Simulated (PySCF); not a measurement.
Compound: 3-chlorothiophene, C4H3ClS.
Geometry (PBE0-D3(BJ)/def2-SVP, Å), atoms numbered from 1 in this order:
```
atom  x, y, z in Å
Cl1   -2.194   -1.428    0.181
C2    -0.834   -0.379    0.059
C3     0.509   -0.855    0.023
C4     1.403    0.176   -0.075
S5     0.621    1.704   -0.123
C6    -0.933    0.986   -0.011
H7     0.778   -1.910    0.067
H8     2.489    0.116   -0.121
H9    -1.839    1.589   -0.001
```

Computed with core-valence-separated Tamm–Dancoff BHandHLYP/aug-pcX-1 (pcseg-1 on H, def2-SVPD on Cl, def2-SVPD on S) in PySCF, non-relativistic, gas phase, PBE0-D3(BJ)/def2-SVP geometry. Absolute energies from this functional tend to lie a few eV below measured edges; no shift was applied.

The lowest roots of each edge with f over 0.003 (five at most, numbered afresh; weaker and dark ones are left out), with transition dipoles (au) in the frame of the coordinates:

```
root  edge  E (eV)       μx       μy       μz
   1     C  283.46  -0.0014  -0.0016  -0.0294
   2     C  283.46   0.0056   0.0065   0.1208
   3     C  283.55   0.0044   0.0051   0.0946
   4     C  284.68  -0.0045  -0.0052  -0.0938
   5     C  285.73  -0.0696  -0.0500   0.0061
```

**Question.** What are the oscillator strengths?

**Answer.** f = (2/3) ΔE |μ|², with ΔE in hartree (27.2114 eV):

```tsv
root	ΔE (Eh)	|μ|² (au)	f	core hole on
1	10.4169	0.000871	0.006	C3 + C4
2	10.4171	0.014661	0.102	C3 + C4
3	10.4201	0.008992	0.062	C6
4	10.4619	0.008851	0.062	C2
5	10.5005	0.007380	0.052	C2
```

**Question.** What is the unit vector of the normal of the molecular plane, and which share of each root's |μ|² lies along it?

**Answer.** (0.05, 0.05, 1.00), up to sign.

| root | core hole on | share along it | final orbital under reflection in the plane |
| --- | --- | --- | --- |
| 1 | C3 + C4 | 1.00 | odd |
| 2 | C3 + C4 | 1.00 | odd |
| 3 | C6 | 1.00 | odd |
| 4 | C2 | 1.00 | odd |
| 5 | C2 | 0.00 | even |

The 1s orbitals of atoms in the plane are even under the reflection, so light polarised along the normal reaches odd orbitals alone (the out-of-plane π set) and light polarised in the plane even ones.

**Question.** For fixed molecules, how does the intensity of root 2 change when the electric field is turned 70° away from the normal of the molecular plane?

**Answer.** Intensity goes as (E·μ)², and μ lies along that direction, so it falls to cos²70° = 0.12 of its maximum; it vanishes at 90°.

**Question.** Molecules are fixed in this frame and the field points along (1, 1, 0)/√2. What effective strengths 3 f cos²θ do the roots have (θ between field and μ)?

**Answer.** root 1 (C3 + C4): 0.000, root 2 (C3 + C4): 0.002, root 3 (C6): 0.001, root 4 (C2): 0.001, root 5 (C2): 0.150. Root 5 is the strongest. Averaged over all orientations cos²θ is 1/3, which gives f back.

The run took about 28 s of CPU time (one thread, shared machine).
